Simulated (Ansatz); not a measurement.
Wavefunction ladder for CH5NSi (`C[Si]N`)

```xyz
8

C    -0.580    0.710    0.774
Si   -0.513   -1.107    0.209
N     0.728   -0.971   -0.958
H     0.313    1.298    0.545
H    -0.778    0.774    1.848
H    -1.437    1.186    0.279
H     1.030   -1.761   -1.505
H     1.236   -0.130   -1.192
```

The species carries charge 0 and has multiplicity 1. All single points use the PBE0-D4/def2-TZVP geometry. It is one conformer, not always the lowest. Frozen core, restricted reference, the Gaussian-basis code of Ansatz. CBS rows extrapolate triple and quadruple zeta; past MP2 they add the triple-zeta difference.

```
     basis     HF (Eh)  MP2 corr.  CCSD corr.       (T)  CCSD(T) total
  def2-SVP  -383.99205   -0.40212    -0.44269  -0.01288     -384.44762
def2-TZVPP  -384.20811   -0.50019    -0.53474  -0.02146     -384.76431
def2-QZVPP  -384.22186   -0.53480           –         –              –
 CBS(def2)  -384.22375   -0.56044    -0.59498     as TZ     -384.84019
```
